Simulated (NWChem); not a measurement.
Program: NWChem. System: CH$_{3}$, charge 0, spin multiplicity 2, at a geometry optimised with UB3LYP/def2-SVP. The structure started from a generated list of species. Its SCF solution wasn't tested for a lower state. Level: UTPSS/def2-TZVP.

NWChem printed:

```
             Northwest Computational Chemistry Package (NWChem) 7.3.0
             --------------------------------------------------------

                                NWChem Input Module
                                -------------------

 Scaling coordinates for geometry "geometry" by  1.889725989
 (inverse scale =  0.529177249)

 Turning off AUTOSYM since
 SYMMETRY directive was detected!

                             Geometry "geometry" -> ""
                             -------------------------

 Output coordinates in angstroms (scale by  1.889725989 to convert to a.u.)

  No.       Tag          Charge          X              Y              Z
 ---- ---------------- ---------- -------------- -------------- --------------
    1 C                    6.0000     0.00000000     0.00000000     0.00000100
    2 H                    1.0000     0.00000000     0.00000000     1.09079800
    3 H                    1.0000    -0.94465700     0.00000000    -0.54540300
    4 H                    1.0000     0.94465700     0.00000000    -0.54540300

 Effective nuclear repulsion energy (a.u.)       9.5725784505

            Nuclear Dipole moment (a.u.)
            ----------------------------
        X                 Y               Z
 ---------------- ---------------- ----------------
     0.0000000000     0.0000000000    -0.0000037795

      Symmetry information
      --------------------

 Group name             C2v
 Group number             16
 Group order               4
 No. of unique centers     3

      Symmetry unique atoms

     1    2    3


 Summary of "ao basis" -> "" (spherical)
 ------------------------------------------------------------------------------
       Tag                 Description            Shells   Functions and Types
 ---------------- ------------------------------  ------  ---------------------
 *                         def2-tzvp                  on all atoms

                                 NWChem DFT Module
                                 -----------------

 Summary of "ao basis" -> "ao basis" (spherical)
 ------------------------------------------------------------------------------
       Tag                 Description            Shells   Functions and Types
 ---------------- ------------------------------  ------  ---------------------
 C                         def2-tzvp                11       31   5s3p2d1f
 H                         def2-tzvp                 4        6   3s1p
[...]
    38     -0.153822  3 H  s                 44      0.153822  4 H  s
    12      0.097586  1 C  px                40     -0.082778  3 H  s
    46      0.082778  4 H  s

 Vector    5  Occ=0.000000D+00  E=-9.026080D-02  Symmetry=b2
              MO Center= -1.7D-16,  1.7D-15,  3.1D-06, r^2= 1.7D+00
   Bfn.  Coefficient  Atom+Function         Bfn.  Coefficient  Atom+Function
  ----- ------------  ---------------      ----- ------------  ---------------
    13      0.500455  1 C  py                 7      0.370813  1 C  py
    10      0.318124  1 C  py

 Vector    6  Occ=0.000000D+00  E= 6.151886D-02  Symmetry=a1
              MO Center= -3.7D-15, -4.4D-16,  4.3D-05, r^2= 5.0D+00
   Bfn.  Coefficient  Atom+Function         Bfn.  Coefficient  Atom+Function
  ----- ------------  ---------------      ----- ------------  ---------------
     5      2.662672  1 C  s                 34     -1.473782  2 H  s
    40     -1.473713  3 H  s                 46     -1.473713  4 H  s
     4      0.408103  1 C  s                  3      0.201875  1 C  s
     2     -0.119355  1 C  s                 33      0.083520  2 H  s
    39      0.083512  3 H  s                 45      0.083512  4 H  s

 Vector    7  Occ=0.000000D+00  E= 1.178852D-01  Symmetry=a1
              MO Center= -8.2D-10, -2.5D-17,  8.2D-01, r^2= 4.4D+00
   Bfn.  Coefficient  Atom+Function         Bfn.  Coefficient  Atom+Function
  ----- ------------  ---------------      ----- ------------  ---------------
    34      2.882420  2 H  s                 14     -1.757141  1 C  pz
    40     -1.441253  3 H  s                 46     -1.441253  4 H  s
    33     -0.255808  2 H  s                  8     -0.245188  1 C  pz
    39      0.127911  3 H  s                 45      0.127911  4 H  s
    22      0.105799  1 C  d  0              37      0.067591  2 H  pz

   alpha - beta orbital overlaps
   -----------------------------

   alpha      1      2      3      4      5      6      7      8      9     10
    beta      1      2      3      4      5      6      7      8      9     10
 overlap   1.000  0.998  1.000  1.000  0.989  0.997  0.999  0.999  1.000  1.000

   alpha     11     12     13     14     15     16     17     18     19     20
    beta     12     11     13     14     15     16     17     18     19     20
 overlap   0.989  0.998  0.995  0.999  0.999  1.000  1.000  0.997  1.000  1.000

   alpha     21     22     23     24     25     26     27     28     29     30
    beta     21     22     23     24     25     26     27     28     29     30
 overlap   0.999  0.998  1.000  1.000  1.000  0.999  1.000  1.000  0.999  0.999

   alpha     31     32     33     34     35     36     37     38     39     40
    beta     31     32     33     36     34     35     38     37     39     40
 overlap   0.999  0.999  0.999  0.998  0.999  0.999  0.997  0.997  1.000  0.997

   alpha     41     42     43     44     45     46     47     48     49
    beta     41     42     43     44     45     46     47     48     49
 overlap   0.997  1.000  1.000  0.999  1.000  1.000  1.000  1.000  1.000

     --------------------------
     Expectation value of S2:
     --------------------------
      <S2> =      0.7552 (Exact =     0.7500)

 center of mass
 --------------
 x =   0.00000000 y =   0.00000000 z =   0.00000050

 moments of inertia (a.u.)
 ------------------
           6.423398222843           0.000000000000           0.000000000000
           0.000000000000          12.846740854204           0.000000000000
           0.000000000000           0.000000000000           6.423342631361

     Multipole analysis of the density
     ---------------------------------

     L   x y z        total         alpha         beta         nuclear
     -   - - -        -----         -----         ----         -------
     0   0 0 0     -0.000000     -5.000000     -4.000000      9.000000

     1   1 0 0      0.000000      0.000000     -0.000000      0.000000
     1   0 1 0     -0.000000     -0.000000     -0.000000      0.000000
     1   0 0 1     -0.000023     -0.000013     -0.000006     -0.000004

     2   2 0 0     -5.368696     -6.189699     -5.552467      6.373470
     2   1 1 0     -0.000000     -0.000000     -0.000000      0.000000
     2   1 0 1     -0.000000     -0.000000      0.000000      0.000000
     2   0 2 0     -6.726826     -4.683193     -2.043633      0.000000
     2   0 1 1     -0.000000     -0.000000      0.000000      0.000000
     2   0 0 2     -5.368678     -6.189719     -5.552484      6.373525

 Task  times  cpu:        1.8s     wall:        1.8s

 Total times  cpu:        1.9s     wall:        1.9s
```

Task: Write an NWChem input that would produce this output.

Result: This is not unique; one that fits is 
```
start mol
memory heap 200 mb stack 900 mb global 1100 mb
geometry units angstroms nocenter noautoz
  C      0.000000     0.000000     0.000001
  H      0.000000     0.000000     1.090798
  H     -0.944657     0.000000    -0.545403
  H      0.944657     0.000000    -0.545403
  symmetry group C2v
end
basis spherical
  * library def2-tzvp
end
dft
  xc xtpss03 ctpss03
  odft
  mult 2
  semidirect memsize 60000000 filesize 0
  iterations 100
  grid fine
end
task dft energy
```
